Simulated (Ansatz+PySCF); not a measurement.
The numbers below are computed, except where a source is named.
A run of PySCF 2.14.0 on doublet HO₂ at this shape:

```
atom    x (Å)    y (Å)   z (Å)
   H   0.0073   0.3899  0.3687
   O   0.0065   0.6276  1.2927
   O  -0.0076  -0.4578  1.9211
```

Its results:

```json
{
  "Converged": "yes",
  "Reference energy": "-150.23566 hartree",
  "Correlation energy": "-0.44050 hartree",
  "Total energy": "-150.67616 hartree",
  "Spin squared of the determinant": "0.761"
}
```

Question: Which input gives this output? Name the method, the orbitals and the basis set, and write the input.

Answer: UHF-MP2 in cc-pVTZ.

```python
from pyscf import gto, scf, mp

mol = gto.M(atom="""
H 0.007340 0.389910 0.368690
O 0.006530 0.627590 1.292690
O -0.007590 -0.457840 1.921150
""", basis='cc-pvtz', charge=0, spin=1)
mf = scf.UHF(mol)
mf.kernel()
pt = mp.MP2(mf, frozen=2).run()
print(mf.e_tot, pt.e_corr, pt.e_tot)
```
